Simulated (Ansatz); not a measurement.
**Two structures, one formula**

The two ends of one reaction step of BNH₅F, singlet (PBE0-D4/def2-TZVP).

A:

B1  (0.383, 0.580, 0.481)
N2  (-0.341, -0.593, -0.435)
H3  (1.572, 0.439, 0.269)
H4  (0.036, 0.331, 1.621)
H5  (-0.117, -0.457, -1.417)
F6  (-0.153, 1.762, -0.034)
H7  (-1.351, -0.544, -0.331)
H8  (-0.029, -1.517, -0.154)
(Å)

B:

B1  (0.455, -0.089, 1.001)
N2  (-0.206, -0.679, -0.081)
H3  (1.649, -0.062, 0.996)
H4  (-0.198, 0.394, 1.876)
H5  (-0.327, 0.894, -1.149)
F6  (-0.451, 1.585, -1.768)
H7  (-1.202, -0.839, -0.084)
H8  (0.281, -1.205, -0.790)
(Å)

Program: Ansatz 0.2.0. Basis: def2-TZVPP. Cores are frozen in the correlated methods. B3LYP uses VWN-RPA correlation.

(1) Which structure is lower at CCSD(T), and by how much? (To be estimated.)

T1 diagnostic: at most 0.011.

Results:

(1) Computed: A, by 0.757 eV (electronic energy, against the other). By their contacts, A is BNH₅F ([NH3][BH2][F]) and B is a complex of BNH₄ ([BH2][NH2]) + HF.

All methods give the same order:

```tsv
method	E(B) − E(A) (eV)
SPW92	0.928
PBE-D4	0.736
BLYP-D4	0.631
r2SCAN-D4	0.813
B97M-V	0.833
PBE0-D4	0.783
B3LYP-D4	0.687
r2SCAN0-D4	0.830
BHLYP-D4	0.750
CAM-B3LYP-D4	0.751
wB97X-V	0.784
wB97M-V	0.759
B2PLYP	0.711
PBE-QIDH	0.813
RPA on PBE	0.750
HF	0.675
MP2	0.749
CCSD	0.755
CCSD(T)	0.757
```

Labels in which every atom is bracketed show which atoms are joined, not bond orders.

For scale, one of the runs: CCSD(T)/def2-TZVPP, 163 basis functions, launched by `ansatz run in.yaml --threads 2 --pin off --events-out ev --progress --plain --max-ram 4352MiB`. Hardware: 2 CPU threads of an Arm Neoverse V2, shared host. Wall time 21 s; peak host memory 1.3 GiB.
